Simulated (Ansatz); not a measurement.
Geometry optimisation, RKS B3LYP/6-31G* (Ansatz).

Input file:

```yaml
crystal:
  periodic: [false, false, false]
  atoms:
    - { symbol: Al, position_ang: [0.0, 0.0, 0.0] }
    - { symbol: C, position_ang: [0.0, 0.0, 1.97] }
    - { symbol: H, position_ang: [-0.9996, -0.3092, 2.3405] }
    - { symbol: H, position_ang: [0.7676, -0.7111, 2.3405] }
    - { symbol: C, position_ang: [0.3177, 1.3971, 2.4774] }
    - { symbol: H, position_ang: [0.9159, 1.3257, 3.4096] }
    - { symbol: H, position_ang: [0.8975, 1.9479, 1.7076] }
    - { symbol: H, position_ang: [-0.628, 1.9396, 2.6859] }
    - { symbol: H, position_ang: [1.351, 0.0, -0.78] }
    - { symbol: H, position_ang: [-1.351, 0.0, -0.78] }
basis:
  gaussian: { orbitals: "6-31G*" }
hamiltonian:
  xc: b3lyp
relax:
  f_tol: 0.02
  max_steps: 40
```

Run as:

```bash
$ ansatz run input.yaml --threads 1 --pin off --max-ram 2048MiB --backend cpu --events-out ev --progress --plain --runs-dir out
```

Task: Where does it end, and by what steps?

Result: The run converged. The force dipped under the threshold on the way, but the program's further checks kept it going. After 28 steps the energy has fallen by 0.208 eV; H9 moved furthest, 1.41 Å.

```
step  energy less start (eV)  largest force component (eV/Å)  accepted
   0                  0.0000                           1.060       yes
   1                 -0.1265                           0.494       yes
   2                 -0.1541                           0.279       yes
   3                 -0.1812                           0.085       yes
   4                 -0.1865                           0.027       yes
   5                 -0.1524                           0.501        no
   6                 -0.1874                           0.014       yes
   7                 -0.1882                           0.050       yes
   8                 -0.1876                           0.145        no
   9                 -0.1889                           0.027       yes
  10                 -0.1900                           0.053       yes
  11                 -0.1913                           0.075       yes
  12                 -0.1897                           0.225        no
  13                 -0.1850                           0.298        no
  14                 -0.1928                           0.040       yes
  15                 -0.1940                           0.071       yes
  16                 -0.1948                           0.123       yes
  17                 -0.1961                           0.100       yes
  18                 -0.1998                           0.088       yes
  19                 -0.2017                           0.110       yes
  20                 -0.2032                           0.063       yes
  21                 -0.2039                           0.130       yes
  22                 -0.2061                           0.043       yes
  23                 -0.2069                           0.012       yes
  24                 -0.2074                           0.054       yes
  25                 -0.2077                           0.026       yes
  26                 -0.2080                           0.021       yes
  27                 -0.2082                           0.012       yes
  28                 -0.2082                           0.007       yes
```

```xyz
10
Properties=species:S:1:pos:R:3
Al -0.143 -0.009 -0.051
C -0.124 0.111 1.919
H -1.165 0.020 2.268
H 0.363 -0.802 2.300
C 0.533 1.356 2.543
H 0.502 1.331 3.640
H 1.586 1.448 2.251
H 0.033 2.280 2.226
H 0.513 1.121 -0.967
H -0.827 -1.266 -0.759
```

The run took 59 s on 1 thread of Arm Neoverse V2, on a shared host, peak memory 0.12 GiB.
